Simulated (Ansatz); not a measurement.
The input, for Ansatz 0.2.0:

```yaml
crystal:
  periodic: [false, false, false]
  atoms:
    - {symbol: B, position_ang: [0.000000, 0.000000, 3.193412]}
    - {symbol: O, position_ang: [0.000000, 0.000000, -1.120588]}
    - {symbol: H, position_ang: [0.000000, 0.000000, -2.072823]}
basis:
  gaussian: {orbitals: 6-31G}
magnetization: {spin_polarized: true, initial_magnetization: 0}
hamiltonian: {xc: hf}
output: {orbitals: {seedname: orbitals}}
```

```sh
$ ansatz run in.yaml --threads 1 --pin off --events-out ev --progress --plain --max-ram 2393MiB
```

The program prints:

```
233 factors; integrals over basis functions are off by at most 4.3e-4 eV
mean field evaluation 1: about -2708.1077 eV, gradient 3.4e1 eV
mean field evaluation 2: about -2708.1080 eV, gradient 3.4e1 eV
mean field evaluation 4: about -2711.8382 eV, gradient 9.1e0 eV
mean field evaluation 8: about -2712.6253 eV, gradient 3.8e0 eV
mean field evaluation 16: about -2712.6892 eV, gradient 5.7e-3 eV
mean field evaluation 32: about -2708.4615 eV, gradient 3.1e1 eV
mean field evaluation 64: about -2717.9551 eV, gradient 3.1e-3 eV
mean field evaluation 96: about -2717.0762 eV, gradient 3.8e0 eV
mean field evaluation 128: about -2717.8241 eV, gradient 2.9e0 eV
mean field evaluation 160: about -2717.9542 eV, gradient 2.0e-2 eV
mean field evaluation 192: about -2717.9547 eV, gradient 7.6e-2 eV
mean field evaluation 224: about -2712.5389 eV, gradient 3.2e0 eV
mean field evaluation 256: about -2711.8159 eV, gradient 9.2e0 eV
mean field -2717.95651625 eV, -99.8830596751 hartree, gradient 4.9e-6 eV, S^2 1.004048; 7 other end points of the search recorded, 0 dependent functions left out
reference -2717.95651625 eV, -99.8830596751 hartree; 7, 7 occupied and 13, 13 virtual orbitals, 233 factors
Total energy: -2717.95651625 eV, -99.8830596751 hartree
```

Ran on 1 thread of Arm Neoverse V1, shared host: 0.36 s wall, 0.14 GiB peak host memory.
